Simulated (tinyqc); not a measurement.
UHF in the sto-6g basis, for CH3, spin multiplicity 2, step by step (part 1 of 4). Computed by tinyqc, a small Python program that keeps every step (integrals from PySCF). Settings: charge = 0, multiplicity = 2, basis = sto-6g, energy threshold = 1e-10, iteration cap = 53, orthogonalisation = canonical, start = Wolfsberg-Helmholz matrix, DIIS depth = 4, damping = 0.5, method = UHF. Command: `OMP_NUM_THREADS=1 python tinyqc.py 25895 25896 out.jsonl` (the two numbers bound the seeds that draw the settings). One thread of a shared host (Intel(R) Xeon(R) Processor @ 2.60GHz), about 0.2 s of CPU time with the checks. Later iterations appear only in the table of the cycle.

## One-electron integrals

Geometry (angstrom):
```
atom          x          y         z
C      0.000000   0.000000  0.111000
H      1.226000   0.000000  0.000000
H     -0.613000   1.062000  0.000000
H     -0.613000  -1.062000  0.000000
```

Basis sto-6g: exponents (1/bohr^2) and contraction coefficients of normalised primitives:
```
element  l (shell)    exponent  coefficient
C            s (1)  742.737049     0.009164
C            s (1)  136.180025     0.049361
C            s (1)   38.098264     0.168538
C            s (1)   13.087782     0.370563
C            s (1)    5.082369     0.416492
C            s (1)    2.093200     0.130334
C            s (2)   30.497239    -0.013253
C            s (2)    6.036200    -0.046992
C            s (2)    1.876046    -0.033785
C            s (2)    0.721783     0.250242
C            s (2)    0.313471     0.595117
C            s (2)    0.143687     0.240706
C            p (3)   30.497239     0.003760
C            p (3)    6.036200     0.037679
C            p (3)    1.876046     0.173897
C            p (3)    0.721783     0.418036
C            p (3)    0.313471     0.425860
C            p (3)    0.143687     0.101708
H            s (1)   35.523221     0.009164
H            s (1)    6.513144     0.049361
H            s (1)    1.822143     0.168538
H            s (1)    0.625955     0.370563
H            s (1)    0.243077     0.416492
H            s (1)    0.100112     0.130334
```

Overlap, kinetic and nuclear-attraction integrals over the contracted functions; the nuclear repulsion is the sum of Za Zb / Rab.

nuclear repulsion = 8.48427466 hartree

overlap S, order 1C 1s, 1C 2s, 1C 2px, 1C 2py, 1C 2pz, 2H 1s, 3H 1s, 4H 1s:
$$\begin{pmatrix}
1.000000 & 0.243228 & 0.000000 & 0.000000 & 0.000000 & 0.046790 & 0.046767 & 0.046767 \\
0.243228 & 1.000000 & 0.000000 & 0.000000 & 0.000000 & 0.413567 & 0.413453 & 0.413453 \\
0.000000 & 0.000000 & 1.000000 & 0.000000 & 0.000000 & 0.414169 & -0.207007 & -0.207007 \\
0.000000 & 0.000000 & 0.000000 & 1.000000 & 0.000000 & 0.000000 & 0.358631 & -0.358631 \\
0.000000 & 0.000000 & 0.000000 & 0.000000 & 1.000000 & -0.037498 & -0.037484 & -0.037484 \\
0.046790 & 0.413567 & 0.414169 & 0.000000 & -0.037498 & 1.000000 & 0.098179 & 0.098179 \\
0.046767 & 0.413453 & -0.207007 & 0.358631 & -0.037484 & 0.098179 & 1.000000 & 0.098118 \\
0.046767 & 0.413453 & -0.207007 & -0.358631 & -0.037484 & 0.098179 & 0.098118 & 1.000000
\end{pmatrix}$$

kinetic energy T (hartree), order 1C 1s, 1C 2s, 1C 2px, 1C 2py, 1C 2pz, 2H 1s, 3H 1s, 4H 1s:
$$\begin{pmatrix}
16.068641 & -0.492789 & 0.000000 & 0.000000 & 0.000000 & -0.009410 & -0.009410 & -0.009410 \\
-0.492789 & 0.492405 & 0.000000 & 0.000000 & 0.000000 & 0.065789 & 0.065734 & 0.065734 \\
0.000000 & 0.000000 & 1.479234 & 0.000000 & 0.000000 & 0.184998 & -0.092430 & -0.092430 \\
0.000000 & 0.000000 & 0.000000 & 1.479234 & 0.000000 & 0.000000 & 0.160132 & -0.160132 \\
0.000000 & 0.000000 & 0.000000 & 0.000000 & 1.479234 & -0.016749 & -0.016737 & -0.016737 \\
-0.009410 & 0.065789 & 0.184998 & 0.000000 & -0.016749 & 0.768522 & -0.012128 & -0.012128 \\
-0.009410 & 0.065734 & -0.092430 & 0.160132 & -0.016737 & -0.012128 & 0.768522 & -0.012129 \\
-0.009410 & 0.065734 & -0.092430 & -0.160132 & -0.016737 & -0.012128 & -0.012129 & 0.768522
\end{pmatrix}$$

nuclear attraction V (hartree), order 1C 1s, 1C 2s, 1C 2px, 1C 2py, 1C 2pz, 2H 1s, 3H 1s, 4H 1s:
$$\begin{pmatrix}
-35.297422 & -3.932056 & -0.000007 & 0.000000 & 0.003790 & -0.847966 & -0.847537 & -0.847537 \\
-3.932056 & -6.430523 & -0.000066 & 0.000000 & 0.038841 & -2.178663 & -2.177898 & -2.177898 \\
-0.000007 & -0.000066 & -6.478856 & 0.000000 & 0.000007 & -2.020065 & 1.009550 & 1.009550 \\
0.000000 & 0.000000 & 0.000000 & -6.478853 & 0.000000 & 0.000000 & -1.749035 & 1.749035 \\
0.003790 & 0.038841 & 0.000007 & 0.000000 & -6.333157 & 0.190572 & 0.190484 & 0.190484 \\
-0.847966 & -2.178663 & -2.020065 & 0.000000 & 0.190572 & -4.285723 & -0.465180 & -0.465180 \\
-0.847537 & -2.177898 & 1.009550 & -1.749035 & 0.190484 & -0.465180 & -4.285255 & -0.464885 \\
-0.847537 & -2.177898 & 1.009550 & 1.749035 & 0.190484 & -0.465180 & -0.464885 & -4.285255
\end{pmatrix}$$

core Hamiltonian H = T + V (hartree), order 1C 1s, 1C 2s, 1C 2px, 1C 2py, 1C 2pz, 2H 1s, 3H 1s, 4H 1s:
$$\begin{pmatrix}
-19.228781 & -4.424845 & -0.000007 & 0.000000 & 0.003790 & -0.857376 & -0.856948 & -0.856948 \\
-4.424845 & -5.938117 & -0.000066 & 0.000000 & 0.038841 & -2.112874 & -2.112163 & -2.112163 \\
-0.000007 & -0.000066 & -4.999621 & 0.000000 & 0.000007 & -1.835067 & 0.917119 & 0.917119 \\
0.000000 & 0.000000 & 0.000000 & -4.999619 & 0.000000 & 0.000000 & -1.588903 & 1.588903 \\
0.003790 & 0.038841 & 0.000007 & 0.000000 & -4.853923 & 0.173822 & 0.173747 & 0.173747 \\
-0.857376 & -2.112874 & -1.835067 & 0.000000 & 0.173822 & -3.517201 & -0.477309 & -0.477309 \\
-0.856948 & -2.112163 & 0.917119 & -1.588903 & 0.173747 & -0.477309 & -3.516733 & -0.477014 \\
-0.856948 & -2.112163 & 0.917119 & 1.588903 & 0.173747 & -0.477309 & -0.477014 & -3.516733
\end{pmatrix}$$

## Two-electron integrals

Functions are numbered as in S; the eight-fold symmetry (ij|kl) = (ji|kl) = (kl|ij) leaves the list below.

Two-electron integrals (ij|kl) in chemists' order, unique and non-zero (hartree):
```
(11|11) 3.543743    (21|11) 0.529462    (21|21) 0.100317    (22|11) 0.853596
(22|21) 0.199930    (22|22) 0.624844    (31|31) 0.021271    (32|31) 0.031868
(32|32) 0.138108    (33|11) 0.853598    (33|21) 0.199930    (33|22) 0.624843
(33|33) 0.673218    (41|41) 0.021271    (42|41) 0.031868    (42|42) 0.138108
(43|43) 0.036281    (44|11) 0.853598    (44|21) 0.199930    (44|22) 0.624843
(44|33) 0.600655    (44|44) 0.673218    (51|51) 0.021271    (52|51) 0.031868
(52|52) 0.138108    (53|53) 0.036281    (54|54) 0.036281    (55|11) 0.853598
(55|21) 0.199930    (55|22) 0.624843    (55|33) 0.600655    (55|44) 0.600655
(55|55) 0.673218    (61|11) 0.107212    (61|21) 0.019561    (61|22) 0.038372
(61|31) 0.001278    (61|32) 0.002481    (61|33) 0.038658    (61|44) 0.038228
(61|51) -0.000116   (61|52) -0.000225   (61|53) -0.000039   (61|55) 0.038231
(61|61) 0.003922    (62|11) 0.265573    (62|21) 0.063174    (62|22) 0.218524
(62|31) 0.006403    (62|32) 0.043360    (62|33) 0.228925    (62|44) 0.213259
(62|51) -0.000580   (62|52) -0.003926   (62|53) -0.001418   (62|55) 0.213387
(62|61) 0.012727    (62|62) 0.102635    (63|11) 0.231606    (63|21) 0.055848
(63|22) 0.204463    (63|31) 0.011478    (63|32) 0.071464    (63|33) 0.224612
(63|44) 0.194333    (63|51) -0.000438   (63|52) -0.003360   (63|53) -0.001983
(63|55) 0.194443    (63|61) 0.011775    (63|62) 0.113891    (63|63) 0.136231
(64|41) 0.006646    (64|42) 0.034348    (64|43) 0.008382    (64|54) -0.000759
(64|64) 0.012217    (65|11) -0.020969   (65|21) -0.005056   (65|22) -0.018512
(65|31) -0.000438   (65|32) -0.003360   (65|33) -0.018818   (65|44) -0.017595
(65|51) 0.006685    (65|52) 0.034652    (65|53) 0.008493    (65|55) -0.019122
(65|61) -0.001066   (65|62) -0.010312   (65|63) -0.011228   (65|65) 0.013233
(66|11) 0.424268    (66|21) 0.102881    (66|22) 0.404501    (66|31) 0.012665
(66|32) 0.115761    (66|33) 0.445960    (66|44) 0.383515    (66|51) -0.001147
(66|52) -0.010481   (66|53) -0.005654   (66|55) 0.384027    (66|61) 0.021054
(66|62) 0.244919    (66|63) 0.299690    (66|65) -0.027133   (66|66) 0.774999
(71|11) 0.107158    (71|21) 0.019551    (71|22) 0.038353    (71|31) -0.000639
(71|32) -0.001240   (71|33) 0.038316    (71|41) 0.001107    (71|42) 0.002148
(71|43) -0.000186   (71|44) 0.038531    (71|51) -0.000116   (71|52) -0.000224
(71|53) 0.000019    (71|54) -0.000034   (71|55) 0.038212    (71|61) 0.003794
(71|62) 0.011859    (71|63) 0.010245    (71|64) 0.000432    (71|65) -0.000995
(71|66) 0.019211    (71|71) 0.003918    (72|11) 0.265479    (72|21) 0.063151
(72|22) 0.218451    (72|31) -0.003200   (72|32) -0.021670   (72|33) 0.217102
(72|41) 0.005543    (72|42) 0.037542    (72|43) -0.006781   (72|44) 0.224936
(72|51) -0.000579   (72|52) -0.003924   (72|53) 0.000709    (72|54) -0.001228
(72|55) 0.213316    (72|61) 0.011861    (72|62) 0.071435    (72|63) 0.062534
(72|64) 0.008452    (72|65) -0.006987   (72|66) 0.131193    (72|71) 0.012716
(72|72) 0.102574    (73|11) -0.115750   (73|21) -0.027911   (73|22) -0.102187
(73|31) 0.007850    (73|32) 0.043608    (73|33) -0.107190   (73|41) -0.002092
(73|42) -0.016066   (73|43) 0.010182    (73|44) -0.102190   (73|51) 0.000219
(73|52) 0.001679    (73|53) -0.001064   (73|54) 0.000530    (73|55) -0.097179
(73|61) -0.004749   (73|62) -0.023944   (73|63) -0.014103   (73|64) -0.002015
(73|65) 0.002305    (73|66) -0.037422   (73|71) -0.005882   (73|72) -0.056905
(73|73) 0.043186    (74|11) 0.200532    (74|21) 0.048355    (74|22) 0.177034
(74|31) -0.002092   (74|32) -0.016066   (74|33) 0.171188    (74|41) 0.010267
(74|42) 0.062168    (74|43) -0.009256   (74|44) 0.191556    (74|51) -0.000379
(74|52) -0.002909   (74|53) 0.000530    (74|54) -0.001676   (74|55) 0.168359
(74|61) 0.009091    (74|62) 0.058389    (74|63) 0.050943    (74|64) 0.014140
(74|65) -0.005596   (74|66) 0.108021    (74|71) 0.010190    (74|72) 0.098587
(74|73) -0.053668   (74|74) 0.105187    (75|11) -0.020960   (75|21) -0.005054
(75|22) -0.018504   (75|31) 0.000219    (75|32) 0.001679    (75|33) -0.017893
(75|41) -0.000379   (75|42) -0.002909   (75|43) 0.000530    (75|44) -0.018504
(75|51) 0.006682    (75|52) 0.034638    (75|53) -0.004244   (75|54) 0.007353
(75|55) -0.019114   (75|61) -0.000995   (75|62) -0.006986   (75|63) -0.005998
(75|64) -0.000801   (75|65) 0.008537    (75|66) -0.013547   (75|71) -0.001065
(75|72) -0.010304   (75|73) 0.005609    (75|74) -0.009718   (75|75) 0.013224
(76|11) 0.055576    (76|21) 0.013265    (76|22) 0.047561    (76|31) 0.000558
(76|32) 0.004026    (76|33) 0.047952    (76|41) 0.000967    (76|42) 0.006975
(76|43) 0.000329    (76|44) 0.048332    (76|51) -0.000202   (76|52) -0.001458
(76|53) -0.000199   (76|54) -0.000345   (76|55) 0.046397    (76|61) 0.002601
(76|62) 0.019834    (76|63) 0.020451    (76|64) 0.002150    (76|65) -0.002189
(76|66) 0.044174    (76|71) 0.002600    (76|72) 0.019829    (76|73) -0.008360
(76|74) 0.018783    (76|75) -0.002188   (76|76) 0.004773    (77|11) 0.424197
(77|21) 0.102864    (77|22) 0.404446    (77|31) -0.006329   (77|32) -0.057860
(77|33) 0.399067    (77|41) 0.010966    (77|42) 0.100240    (77|43) -0.027031
(77|44) 0.430295    (77|51) -0.001146   (77|52) -0.010477   (77|53) 0.002825
(77|54) -0.004895   (77|55) 0.383976    (77|61) 0.019218    (77|62) 0.131220
(77|63) 0.112277    (77|64) 0.021596    (77|65) -0.013551   (77|66) 0.248629
(77|71) 0.021040    (77|72) 0.244836    (77|73) -0.149776   (77|74) 0.259481
(77|75) -0.027121   (77|76) 0.044174    (77|77) 0.774999    (81|11) 0.107158
(81|21) 0.019551    (81|22) 0.038353    (81|31) -0.000639   (81|32) -0.001240
(81|33) 0.038316    (81|41) -0.001107   (81|42) -0.002148   (81|43) 0.000186
(81|44) 0.038531    (81|51) -0.000116   (81|52) -0.000224   (81|53) 0.000019
(81|54) 0.000034    (81|55) 0.038212    (81|61) 0.003794    (81|62) 0.011859
(81|63) 0.010245    (81|64) -0.000432   (81|65) -0.000995   (81|66) 0.019211
(81|71) 0.003792    (81|72) 0.011855    (81|73) -0.005494   (81|74) 0.008655
(81|75) -0.000995   (81|76) 0.002457    (81|77) 0.019208    (81|81) 0.003918
(82|11) 0.265479    (82|21) 0.063151    (82|22) 0.218451    (82|31) -0.003200
(82|32) -0.021670   (82|33) 0.217102    (82|41) -0.005543   (82|42) -0.037542
(82|43) 0.006781    (82|44) 0.224936    (82|51) -0.000579   (82|52) -0.003924
(82|53) 0.000709    (82|54) 0.001228    (82|55) 0.213316    (82|61) 0.011861
(82|62) 0.071435    (82|63) 0.062534    (82|64) -0.008452   (82|65) -0.006987
(82|66) 0.131193    (82|71) 0.011855    (82|72) 0.071408    (82|73) -0.038567
(82|74) 0.049919    (82|75) -0.006984   (82|76) 0.014822    (82|77) 0.131169
(82|81) 0.012716    (82|82) 0.102574    (83|11) -0.115750   (83|21) -0.027911
(83|22) -0.102187   (83|31) 0.007850    (83|32) 0.043608    (83|33) -0.107190
(83|41) 0.002092    (83|42) 0.016066    (83|43) -0.010182   (83|44) -0.102190
(83|51) 0.000219    (83|52) 0.001679    (83|53) -0.001064   (83|54) -0.000530
(83|55) -0.097179   (83|61) -0.004749   (83|62) -0.023944   (83|63) -0.014103
(83|64) 0.002015    (83|65) 0.002305    (83|66) -0.037422   (83|71) -0.005494
(83|72) -0.038567   (83|73) 0.028245    (83|74) -0.026467   (83|75) 0.003690
(83|76) -0.006226   (83|77) -0.074800   (83|81) -0.005882   (83|82) -0.056905
(83|83) 0.043186    (84|11) -0.200532   (84|21) -0.048355   (84|22) -0.177034
(84|31) 0.002092    (84|32) 0.016066    (84|33) -0.171188   (84|41) 0.010267
(84|42) 0.062168    (84|43) -0.009256   (84|44) -0.191556   (84|51) 0.000379
(84|52) 0.002909    (84|53) -0.000530   (84|54) -0.001676   (84|55) -0.168359
(84|61) -0.009091   (84|62) -0.058389   (84|63) -0.050943   (84|64) 0.014140
(84|65) 0.005596    (84|66) -0.108021   (84|71) -0.008655   (84|72) -0.049919
(84|73) 0.026467    (84|74) -0.028229   (84|75) 0.004793    (84|76) -0.010786
(84|77) -0.086419   (84|81) -0.010190   (84|82) -0.098587   (84|83) 0.053668
(84|84) 0.105187    (85|11) -0.020960   (85|21) -0.005054   (85|22) -0.018504
(85|31) 0.000219    (85|32) 0.001679    (85|33) -0.017893   (85|41) 0.000379
(85|42) 0.002909    (85|43) -0.000530   (85|44) -0.018504   (85|51) 0.006682
(85|52) 0.034638    (85|53) -0.004244   (85|54) -0.007353   (85|55) -0.019114
(85|61) -0.000995   (85|62) -0.006986   (85|63) -0.005998   (85|64) 0.000801
(85|65) 0.008537    (85|66) -0.013547   (85|71) -0.000995   (85|72) -0.006984
(85|73) 0.003690    (85|74) -0.004793   (85|75) 0.008533    (85|76) -0.001586
(85|77) -0.013545   (85|81) -0.001065   (85|82) -0.010304   (85|83) 0.005609
(85|84) 0.009718    (85|85) 0.013224    (86|11) 0.055576    (86|21) 0.013265
(86|22) 0.047561    (86|31) 0.000558    (86|32) 0.004026    (86|33) 0.047952
(86|41) -0.000967   (86|42) -0.006975   (86|43) -0.000329   (86|44) 0.048332
(86|51) -0.000202   (86|52) -0.001458   (86|53) -0.000199   (86|54) 0.000345
(86|55) 0.046397    (86|61) 0.002601    (86|62) 0.019834    (86|63) 0.020451
(86|64) -0.002150   (86|65) -0.002189   (86|66) 0.044174    (86|71) 0.002457
(86|72) 0.014822    (86|73) -0.006226   (86|74) 0.010786    (86|75) -0.001586
(86|76) 0.003733    (86|77) 0.027065    (86|81) 0.002600    (86|82) 0.019829
(86|83) -0.008360   (86|84) -0.018783   (86|85) -0.002188   (86|86) 0.004773
(87|11) 0.055542    (87|21) 0.013257    (87|22) 0.047531    (87|31) -0.001116
(87|32) -0.008047   (87|33) 0.048491    (87|44) 0.047733    (87|51) -0.000202
(87|52) -0.001457   (87|53) 0.000397    (87|55) 0.046368    (87|61) 0.002457
(87|62) 0.014819    (87|63) 0.012450    (87|65) -0.001586   (87|66) 0.027052
(87|71) 0.002598    (87|72) 0.019815    (87|73) -0.012075   (87|74) 0.016622
(87|75) -0.002186   (87|76) 0.003731    (87|77) 0.044142    (87|81) 0.002598
(87|82) 0.019815    (87|83) -0.012075   (87|84) -0.016622   (87|85) -0.002186
(87|86) 0.003731    (87|87) 0.004767    (88|11) 0.424197    (88|21) 0.102864
(88|22) 0.404446    (88|31) -0.006329   (88|32) -0.057860   (88|33) 0.399067
(88|41) -0.010966   (88|42) -0.100240   (88|43) 0.027031    (88|44) 0.430295
(88|51) -0.001146   (88|52) -0.010477   (88|53) 0.002825    (88|54) 0.004895
(88|55) 0.383976    (88|61) 0.019218    (88|62) 0.131220    (88|63) 0.112277
(88|64) -0.021596   (88|65) -0.013551   (88|66) 0.248629    (88|71) 0.019208
(88|72) 0.131169    (88|73) -0.074800   (88|74) 0.086419    (88|75) -0.013545
(88|76) 0.027065    (88|77) 0.248586    (88|81) 0.021040    (88|82) 0.244836
(88|83) -0.149776   (88|84) -0.259481   (88|85) -0.027121   (88|86) 0.044174
(88|87) 0.044142    (88|88) 0.774999
```

## Orthogonalisation

S = U s U^T; canonical form X = U s^(-1/2), so that X^T S X = 1. Each column of U has its largest component positive (the first on a tie).

eigenvalues of S: [0.345471, 0.441341, 0.441393, 0.960124, 1.010862, 1.460460, 1.460489, 1.879859]

X, order 1C 1s, 1C 2s, 1C 2px, 1C 2py, 1C 2pz, 2H 1s, 3H 1s, 4H 1s:
$$\begin{pmatrix}
-0.346476 & 0.000313 & 0.000000 & 0.857418 & 0.436056 & -0.000076 & 0.000000 & 0.179349 \\
1.284052 & -0.000870 & 0.000000 & -0.044400 & 0.068454 & -0.000141 & 0.000000 & 0.474786 \\
0.000898 & 1.011803 & 0.000000 & -0.000012 & 0.000005 & 0.612655 & 0.000000 & 0.000130 \\
0.000000 & 0.000000 & 1.011788 & 0.000000 & 0.000000 & 0.000000 & 0.612627 & 0.000000 \\
-0.104744 & 0.000060 & 0.000000 & -0.470145 & 0.879090 & 0.000005 & 0.000000 & -0.038551 \\
-0.610380 & -0.909557 & 0.000000 & -0.166650 & -0.084880 & 0.454064 & 0.000000 & 0.301704 \\
-0.609190 & 0.455401 & -0.787985 & -0.166714 & -0.084912 & -0.227151 & 0.393313 & 0.301542 \\
-0.609190 & 0.455401 & 0.787985 & -0.166714 & -0.084912 & -0.227151 & -0.393313 & 0.301542
\end{pmatrix}$$

Within a degenerate level the vectors are fixed only up to a rotation; this is one choice.

## Starting guess

The start is the generalised Wolfsberg-Helmholz matrix (K = 1.75) built on H; D(s) = C_occ C_occ^T for each spin.

D(alpha) at the start, order 1C 1s, 1C 2s, 1C 2px, 1C 2py, 1C 2pz, 2H 1s, 3H 1s, 4H 1s:
$$\begin{pmatrix}
1.022371 & -0.084965 & 0.000020 & 0.000000 & -0.013568 & -0.069863 & -0.069850 & -0.069850 \\
-0.084965 & 0.428722 & -0.000074 & 0.000000 & 0.047130 & 0.158465 & 0.158455 & 0.158455 \\
0.000020 & -0.000074 & 0.583925 & 0.000000 & 0.000009 & 0.233355 & -0.116689 & -0.116689 \\
0.000000 & 0.000000 & 0.000000 & 0.583965 & 0.000000 & 0.000000 & 0.202084 & -0.202084 \\
-0.013568 & 0.047130 & 0.000009 & 0.000000 & 0.996561 & -0.009243 & -0.009239 & -0.009239 \\
-0.069863 & 0.158465 & 0.233355 & 0.000000 & -0.009243 & 0.154048 & 0.014137 & 0.014137 \\
-0.069850 & 0.158455 & -0.116689 & 0.202084 & -0.009239 & 0.014137 & 0.154000 & 0.014136 \\
-0.069850 & 0.158455 & -0.116689 & -0.202084 & -0.009239 & 0.014137 & 0.014136 & 0.154000
\end{pmatrix}$$

D(beta) at the start, order 1C 1s, 1C 2s, 1C 2px, 1C 2py, 1C 2pz, 2H 1s, 3H 1s, 4H 1s:
$$\begin{pmatrix}
1.021824 & -0.083115 & 0.000020 & 0.000000 & 0.009748 & -0.069798 & -0.069785 & -0.069785 \\
-0.083115 & 0.422466 & -0.000075 & 0.000000 & -0.031734 & 0.158245 & 0.158234 & 0.158234 \\
0.000020 & -0.000075 & 0.583925 & 0.000000 & 0.000004 & 0.233355 & -0.116689 & -0.116689 \\
0.000000 & 0.000000 & 0.000000 & 0.583965 & 0.000000 & 0.000000 & 0.202084 & -0.202084 \\
0.009748 & -0.031734 & 0.000004 & 0.000000 & 0.002396 & -0.012022 & -0.012020 & -0.012020 \\
-0.069798 & 0.158245 & 0.233355 & 0.000000 & -0.012022 & 0.154040 & 0.014130 & 0.014130 \\
-0.069785 & 0.158234 & -0.116689 & 0.202084 & -0.012020 & 0.014130 & 0.153992 & 0.014128 \\
-0.069785 & 0.158234 & -0.116689 & -0.202084 & -0.012020 & 0.014130 & 0.014128 & 0.153992
\end{pmatrix}$$
